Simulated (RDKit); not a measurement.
**One shape, several levels: [Si2NH8]+ (SMILES [NH3+][SiH2][SiH3])**

Aim: a comparison of 3 runs (MMFF94, UFF, extended Hückel) of [Si2NH8]+. 

Program for the calculation: RDKit 2026.09.1.

## (1) The structure to begin with

[Si2NH8]+ has 11 atoms, charge +1, and is taken as a singlet. SMILES: `[NH3+][SiH2][SiH3]`. Geometry: relaxed at GFN2-xTB.

Bond lengths: N1–Si2 1.992 Å, Si2–Si3 2.353 Å, N1–H4 1.021 Å, N1–H5 1.019 Å, N1–H6 1.019 Å, Si2–H7 1.464 Å, Si2–H8 1.463 Å, Si3–H9 1.467 Å, Si3–H10 1.467 Å, Si3–H11 1.456 Å. Some angles: N1–Si2–Si3 105.3°, N1–Si2–H7 94.1°, N1–Si2–H8 94.2°, Si3–Si2–H7 123.7°, Si3–Si2–H8 123.6°, Si2–N1–H4 110.9°, Si2–N1–H5 112.1°, Si2–N1–H6 112.1°, Si2–Si3–H9 106.9°, Si2–Si3–H10 106.8°.

## (2) A single-point energy at MMFF94 (run 1)

The input, mol.xyz:

```xyz
11

N     -0.973470     1.256340    -0.374100
Si    -0.461110    -0.662630    -0.521450
Si     1.453450    -0.897820     0.826640
H     -1.804770     1.454500    -0.932340
H     -0.235650     1.876130    -0.706390
H     -1.187900     1.523260     0.585930
H     -0.428650    -0.650540    -1.985210
H     -1.784700    -1.156160    -0.141870
H      1.074790    -0.478200     2.180120
H      2.463290     0.023060     0.294370
H      1.884720    -2.287950     0.774290
```

The input, ff.py:

```python
# MMFF94 energy with RDKit
import json
import numpy as np
from rdkit import Chem
from rdkit.Chem import AllChem
from rdkit.Chem import rdDetermineBonds

mol = Chem.MolFromXYZFile("mol.xyz")
rdDetermineBonds.DetermineBonds(mol, charge=1)
print("perceived SMILES:", Chem.MolToSmiles(Chem.RemoveHs(mol)))
symbols = [a.GetSymbol() for a in mol.GetAtoms()]
start = mol.GetConformer().GetPositions().copy()

props = AllChem.MMFFGetMoleculeProperties(mol, mmffVariant="MMFF94")
ff = AllChem.MMFFGetMoleculeForceField(mol, props)
e = ff.CalcEnergy()
g = np.array(ff.CalcGrad()).reshape(-1, 3)
print(f"MMFF94 energy {e:.5f} kcal/mol, gradient norm {np.linalg.norm(g):.4f} kcal/mol/angstrom")
print("atom  type  charge   gradient")
for i, a in enumerate(symbols):
    print(f"{a:<2}{i + 1:<3} {props.GetMMFFAtomType(i):4d} {props.GetMMFFPartialCharge(i):8.4f}  " + " ".join(f"{c:9.4f}" for c in g[i]))
names = ["Bond", "Angle", "StretchBend", "Oop", "Torsion", "VdW", "Ele"]
terms = []
for name in names:
    for other in names:
        getattr(props, f"SetMMFF{other}Term")(other == name)
    terms.append(AllChem.MMFFGetMoleculeForceField(mol, props).CalcEnergy())
    print(f"{name:<12} {terms[-1]:11.5f} kcal/mol")
json.dump(dict(symbols=symbols, start=start.tolist(), energy=e, gradient=g.tolist(), charges_other=[props.GetMMFFPartialCharge(i) for i in range(len(symbols))], atom_types=[str(props.GetMMFFAtomType(i)) for i in range(len(symbols))], energy_term_names=names, energy_terms=terms), open("results.json", "w"))
```

Command:

```
$ python ff.py
```

Standard output:

```text
perceived SMILES: [NH3+][SiH2][SiH3]
MMFF94 energy 11.59495 kcal/mol, gradient norm 94.7280 kcal/mol/angstrom
atom  type  charge   gradient
N 1     34  -0.9350    -6.3012   17.0241    0.0115
Si2     19   0.9850    20.9283  -79.2658   -5.7814
Si3     19   0.6000    13.0275    1.4354   10.0705
H 4     36   0.4500     4.2976   17.8796    8.0814
H 5     36   0.4500   -14.8515   11.6799    6.1488
H 6     36   0.4500    -2.2191   16.4135  -11.0865
H 7      5  -0.2000    -8.6278    4.6678    4.6283
H 8      5  -0.2000     0.7226    8.0472   -7.4905
H 9      5  -0.2000     1.4815   -2.2431   -6.0857
H 10     5  -0.2000    -4.5516   -4.4314    2.0455
H 11     5  -0.2000    -3.9064    8.7928   -0.5420
Bond            10.23435 kcal/mol
Angle            8.31981 kcal/mol
StretchBend     -1.36132 kcal/mol
Oop              0.00000 kcal/mol
Torsion          0.13537 kcal/mol
VdW             -0.35874 kcal/mol
Ele             -5.37453 kcal/mol
```

It took 0.18 s on 1 thread of Intel Xeon Platinum 8488C (Sapphire Rapids), shared host.

## (3) The energy at UFF (run 2)

The input, mol.sdf:

```

     RDKit          3D

 11 10  0  0  0  0  0  0  0  0999 V2000
   -0.9735    1.2563   -0.3741 N   0  0  0  0  0  0  0  0  0  0  0  0
   -0.4611   -0.6626   -0.5214 Si  0  0  0  0  0  4  0  0  0  0  0  0
    1.4534   -0.8978    0.8266 Si  0  0  0  0  0  4  0  0  0  0  0  0
   -1.8048    1.4545   -0.9323 H   0  0  0  0  0  0  0  0  0  0  0  0
   -0.2356    1.8761   -0.7064 H   0  0  0  0  0  0  0  0  0  0  0  0
   -1.1879    1.5233    0.5859 H   0  0  0  0  0  0  0  0  0  0  0  0
   -0.4286   -0.6505   -1.9852 H   0  0  0  0  0  0  0  0  0  0  0  0
   -1.7847   -1.1562   -0.1419 H   0  0  0  0  0  0  0  0  0  0  0  0
    1.0748   -0.4782    2.1801 H   0  0  0  0  0  0  0  0  0  0  0  0
    2.4633    0.0231    0.2944 H   0  0  0  0  0  0  0  0  0  0  0  0
    1.8847   -2.2880    0.7743 H   0  0  0  0  0  0  0  0  0  0  0  0
  2  1  1  0
  3  2  1  0
  4  1  1  0
  5  1  1  0
  6  1  1  0
  7  2  1  0
  8  2  1  0
  9  3  1  0
 10  3  1  0
 11  3  1  0
M  CHG  1   1   1
M  END
$$$$
```

The input, ff.py:

```python
import json
import numpy as np
from rdkit import Chem
from rdkit.Chem import AllChem

m = Chem.MolFromMolFile("mol.sdf", removeHs=False)
symbols = [a.GetSymbol() for a in m.GetAtoms()]
start = m.GetConformer().GetPositions().copy()

ff = AllChem.UFFGetMoleculeForceField(m)
e = ff.CalcEnergy()
g = np.array(ff.CalcGrad()).reshape(-1, 3)
print(f"UFF energy {e:.5f} kcal/mol, gradient norm {np.linalg.norm(g):.4f} kcal/mol/angstrom")
json.dump(dict(symbols=symbols, start=start.tolist(), energy=e, gradient=g.tolist()), open("results.json", "w"))
```

Command:

```
$ python ff.py
```

Standard output:

```text
UFF energy 27.71772 kcal/mol, gradient norm 239.4070 kcal/mol/angstrom
```

It took 0.2 s on 1 thread of Intel Xeon Platinum 8488C (Sapphire Rapids), shared host.

## (4) Energy and one-electron properties at extended Hückel (run 3)

mol.xyz is that of step 2.

The input, job.py:

```python
import json
import numpy as np
from rdkit import Chem
from rdkit.Chem import AllChem
from rdkit.Chem import rdDetermineBonds
from rdkit.Chem import rdEHTTools

molecule = Chem.MolFromXYZFile("mol.xyz")
symbols = [a.GetSymbol() for a in molecule.GetAtoms()]
start = molecule.GetConformer().GetPositions().copy()

molecule.GetAtomWithIdx(0).SetFormalCharge(1)  # sets the electron count
ok, res = rdEHTTools.RunMol(molecule, keepOverlapAndHamiltonianMatrices=True)
if not ok:
    raise RuntimeError("the extended Hueckel run failed")
eps = np.array(res.GetOrbitalEnergies())
nel = res.numElectrons
homo = (nel + 1) // 2 - 1
print(f"{res.numOrbitals} orbitals, {nel} valence electrons, sum of one-electron energies {res.totalEnergy:.4f} eV")
for i in range(max(0, homo - 3), min(len(eps), homo + 6)):
    print(f"{i + 1:4d} {eps[i]:10.4f} eV", "(HOMO)" if i == homo else "(LUMO)" if i == homo + 1 else "")
q = np.array(res.GetAtomicCharges())
print("Mulliken charges:", " ".join(f"{a}{i + 1}={c:+.3f}" for i, (a, c) in enumerate(zip(symbols, q))))
op = res.GetReducedOverlapPopulationMatrix()
pairs = [(k, i, op[i * (i + 1) // 2 + k]) for i in range(len(symbols)) for k in range(i) if abs(op[i * (i + 1) // 2 + k]) > 0.1]
print("reduced overlap populations above 0.1")
for k, i, p in pairs:
    print(f"  {symbols[k]}{k + 1}-{symbols[i]}{i + 1} {p:7.3f}")
json.dump(dict(symbols=symbols, start=start.tolist(), energy=res.totalEnergy * 23.060548, homo=eps[homo], lumo=eps[homo + 1] if homo + 1 < len(eps) else None, orbital_energies=eps.round(4).tolist(), charges_mulliken=q.tolist(), bond_orders=[[k + 1, i + 1, round(p, 4)] for k, i, p in pairs], nel=nel), open("results.json", "w"))
```

Command:

```
$ python job.py
```

Standard output:

```text
20 orbitals, 20 valence electrons, sum of one-electron energies -348.8648 eV
   7   -15.0696 eV
   8   -14.7135 eV
   9   -14.4044 eV
  10   -12.7861 eV (HOMO)
  11    -3.0566 eV (LUMO)
  12     1.3910 eV
  13     1.8032 eV
  14     1.9104 eV
  15     5.4165 eV
Mulliken charges: N1=-0.237 Si2=+0.988 Si3=+0.662 H4=+0.224 H5=+0.223 H6=+0.223 H7=-0.227 H8=-0.227 H9=-0.211 H10=-0.211 H11=-0.207
reduced overlap populations above 0.1
  N1-Si2   0.427
  Si2-Si3   0.830
  N1-H4   0.722
  N1-H5   0.724
  N1-H6   0.724
  Si2-H7   0.743
  Si2-H8   0.744
  Si3-H9   0.738
  Si3-H10   0.738
  Si3-H11   0.743
```

Run time: 0.18 s. Hardware: 1 thread of Intel Xeon Platinum 8488C (Sapphire Rapids), shared host.

Atomic charges (e):

```tsv
atom	Mulliken
N1	-0.237
Si2	+0.988
Si3	+0.662
H4	+0.224
H5	+0.223
H6	+0.223
H7	-0.227
H8	-0.227
H9	-0.211
H10	-0.211
H11	-0.207
```

## (5) The series

```tsv
run	level	task	energy (Eh)	largest force (eV/Å)	wall time
1	MMFF94	energy	0.018478	3.564	0.18 s
2	UFF	energy	0.044171	7.614	0.2 s
3	extended Hückel	properties	-12.820545	–	0.18 s
```

## (6) Results

| quantity | value |
| --- | --- |
| run 3: sum of orbital energies | -12.82054 Eh |
| run 3: HOMO energy | -12.79 eV |
| run 3: LUMO energy | -3.06 eV |
| run 3: HOMO–LUMO gap | 9.73 eV |

**Reading.** Force-field and semi-empirical energies have zeros of their own, so their totals don't compare. All runs together took 0.56 s, the longest 0.2 s.
